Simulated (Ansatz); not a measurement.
Species: HS, SMILES `[SH]` (charge 0, multiplicity 2).

Task: Give a relaxed geometry from PBE0-D3(BJ)/def2-TZVP (Ansatz, an electronic-structure program).

Result: the end point of this relaxation (outside a Z-matrix the atoms follow the SMILES, hydrogens last).
Z-matrix (Å, degrees):
```
S
H 1 1.3456
```
